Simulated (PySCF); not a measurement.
## Frontier levels across methods

C3H10NP.
Structure used (PBE0-D3(BJ)/def2-SVP), in Å, numbered top down from 1:
```
atom  x, y, z in Å
C1    -0.5728    1.1384   -1.1681
P2    -0.2089    0.2112    0.3427
C3    -0.7185   -1.5109   -0.0319
C4     1.6215    0.0791    0.3672
N5    -0.9144    0.9519    1.5345
H6    -0.1393    0.6619   -2.0586
H7    -0.1701    2.1547   -1.0543
H8    -1.6643    1.2109   -1.2722
H9    -0.4789   -2.1516    0.8302
H10   -0.2207   -1.9145   -0.9268
H11   -1.8086   -1.5231   -0.1774
H12    2.0307   -0.3550   -0.5580
H13    2.0366    1.0866    0.5191
H14    1.9242   -0.5460    1.2211
H15   -0.8039    0.4984    2.4400
```

Basis pcSseg-1 throughout (PySCF), one geometry. Isolated species at its PBE0-D3(BJ)/def2-SVP geometry, gas phase.

How do the orbital energies, the gap and the dipole change with the method?

```tsv
method	kind	HOMO (eV)	LUMO (eV)	gap (eV)	μ (D)	SCF cycles
BLYP	GGA	-4.50	0.11	4.61	3.27	13
B97-D	GGA	-4.63	0.24	4.87	3.35	13
OPBE	GGA	-4.65	0.40	5.05	3.31	14
PBE	GGA	-4.67	0.10	4.77	3.28	14
KT3	GGA	-4.75	-0.03	4.73	3.21	13
KT2	GGA	-4.77	0.00	4.77	3.21	14
BP86	GGA	-4.77	0.19	4.96	3.31	13
LDA	LDA	-4.82	-0.08	4.75	3.34	13
B3LYP	global hybrid	-5.71	0.57	6.28	3.48	12
PBE0	global hybrid	-5.97	0.89	6.87	3.53	12
mPW1PW91	global hybrid	-6.00	0.92	6.92	3.55	12
HF	Hartree–Fock	-9.07	3.59	12.66	4.04	10
```

The HOMO spans 4.57 eV, from BLYP down to HF, and the gap runs from 4.61 eV (BLYP) to 12.66 eV (HF). Over the methods BLYP (0 %), B97-D (0 %), OPBE (0 %), PBE (0 %), KT3 (0 %), KT2 (0 %), BP86 (0 %), LDA (0 %), B3LYP (20 %), PBE0 (25 %), mPW1PW91 (25 %), HF (100 %), a straight line through the gap against the share of exact exchange rises by 0.79 eV for each 10 % (correlation coefficient 0.998). The dipole ranges from 3.21 D (KT2) to 4.04 D (HF). This basis has no diffuse functions.
